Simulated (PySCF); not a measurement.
**Static response to an electric field**

Species: C4H9P.
Numbering: `[CH2:1]=[CH:2][P:3]([CH3:4])[CH3:5]` (hydrogens: H6, H7 on C1; H8 on C2; H9, H10, H11 on C4; H12, H13, H14 on C5)

Geometry (PBE0-D3(BJ)/def2-SVP, Å), atoms numbered from 1 in this order:
```
atom  x, y, z in Å
C1     2.117   -0.564   -0.076
C2     0.994   -0.934    0.549
P3    -0.438    0.106    0.971
C4    -0.210    1.537   -0.170
C5    -1.761   -0.828    0.072
H6     2.949   -1.262   -0.207
H7     2.261    0.444   -0.474
H8     0.924   -1.959    0.938
H9     0.620    2.168    0.183
H10   -1.123    2.151   -0.148
H11   -0.010    1.225   -1.208
H12   -1.530   -0.967   -0.996
H13   -1.890   -1.816    0.539
H14   -2.714   -0.287    0.170
```

Level: PBE0/def2-SVPD (PySCF), static field, nuclei fixed, core orbitals frozen in the response. The polarisability tensor in these axes (au):

```
x   93.99 -1.05 -6.18
y   -1.05 75.59 -2.89
z   -6.18 -2.89 66.23
```

**Question.** Give the principal values, the mean and the anisotropy Δα = √{½[(α1 − α2)² + (α2 − α3)² + (α1 − α3)²]}.

**Answer.** Principal values 64.11, 76.38 and 95.31 au; mean 78.60 au = 11.65 Å³ = 12.96 × 10⁻⁴⁰ C²·m²/J; Δα = 27.22 au (35 % of the mean).

**Question.** What is the dipole moment, and where does it point?

**Answer.** (-0.22, -0.08, -1.21) D, 1.23 D in size, pointing from the negative to the positive side. Measured along this direction, the outermost atoms are H8 and P3 at the negative end and H12 at the positive end.

**Question.** Directions of the eigenvectors, and the extent of the frame along each?

**Answer.** Largest value along (0.98, -0.02, -0.21), where the nuclei span 5.64 Å; middle along (-0.03, 0.97, -0.26), 4.32 Å; least along (0.20, 0.26, 0.94), 2.36 Å. The response follows the extents in order.

**Question.** Give the eigenvalues of the traceless quadrupole moment Θ = ½Σq(3rr − r²1), origin at the centre of nuclear charge.

**Answer.** -6.43, 2.42, 4.01 D·Å. The values depend on the origin, since the dipole doesn't vanish. The electronic extent ⟨r²⟩ about the same centre is 608 bohr², a root-mean-square distance of 1.88 Å for the 48 electrons.

**Question.** What would n − 1 = 2πNα be for an ideal gas of these molecules at 298.15 K and 1 atm, electronic part alone?

**Answer.** N = p/kT = 2.4615 × 10¹⁹ cm⁻³, so n − 1 = 2π × N × 11.65 × 10⁻²⁴ cm³ = 1801 × 10⁻⁶ at long wavelengths, for an ideal gas.

**Question.** Form Σ f/ω² (atomic units) for the 6 lowest TDDFT singlets, given as eV and f, and set it beside the mean polarisability, which is this sum over all singlets: 5.24, 0.1711; 6.02, 0.0322; 6.33, 0.0409; 6.65, 0.0311; 7.11, 0.0522; 7.14, 0.1297.

**Answer.** They add up to 9.19 au, 11.7 % of the 78.60 au; the largest single term is 4.61 au, from the state at 5.24 eV. Terms in order: 4.61, 0.66, 0.76, 0.52, 0.76, 1.88 au. Higher excitations give the rest. The strengths listed sum to 0.457.

The structure is a single PBE0-D3(BJ)/def2-SVP conformer in the gas phase; no vibrational or solvent corrections.

These values come from a run that also computed excited states. The run took 38 s wall (grids of density and orbitals included) on Arm Neoverse N1, one thread, no GPU, shared host with 64 logical CPUs at a one-minute load of 57, and the process peaked at 0.85 GiB of memory.
